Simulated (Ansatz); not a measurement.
Geometry optimisation, Ansatz, UKS PBE0/def2-SVP.

Input file:

```yaml
crystal:
  periodic: [false, false, false]
  atoms:
    - { symbol: B, position_ang: [0.0, 0.0, -0.09421] }
    - { symbol: F, position_ang: [0.0, 0.0, 1.225167] }
    - { symbol: H, position_ang: [1.069248, 0.0, -0.654874] }
    - { symbol: H, position_ang: [-1.069248, 0.0, -0.654874] }
    - { symbol: F, position_ang: [0.0, 0.0, 3.56879] }
magnetization:
  spin_polarized: true
  initial_magnetization: 1
basis:
  gaussian: { orbitals: def2-SVP }
hamiltonian:
  xc: pbe0
relax:
  f_tol: 0.03
  max_steps: 50
```

Run as:

```bash
$ ansatz run input.yaml --threads 1 --pin off --max-ram 2048MiB --backend cpu --events-out ev --progress --plain --runs-dir out
```

Task: Where does it end, and by what steps?

Result: The forces met the threshold. The force dipped under the threshold on the way, but the program's further checks kept it going. After 3 steps the energy has fallen by 0.008 eV; F5 moved furthest, 0.13 Å.

```json
{"step": "0", "energy less start (eV)": "0.0000", "largest force component (eV/Å)": "0.117", "accepted": "yes"}
{"step": "1", "energy less start (eV)": "-0.0038", "largest force component (eV/Å)": "0.085", "accepted": "yes"}
{"step": "2", "energy less start (eV)": "-0.0078", "largest force component (eV/Å)": "0.029", "accepted": "yes"}
{"step": "3", "energy less start (eV)": "-0.0083", "largest force component (eV/Å)": "0.008", "accepted": "yes"}
```

```xyz
5
Properties=species:S:1:pos:R:3
B 0.000 0.000 -0.127
F 0.000 0.000 1.191
H 1.070 0.000 -0.688
H -1.070 0.000 -0.688
F 0.000 0.000 3.702
```

Whether the end is a true minimum wasn't checked by a vibrational analysis.

Run time: 20 s on 1 thread of AMD EPYC 7R43 64-Core Processor (Zen 3) (shared host), peak memory 0.14 GiB.
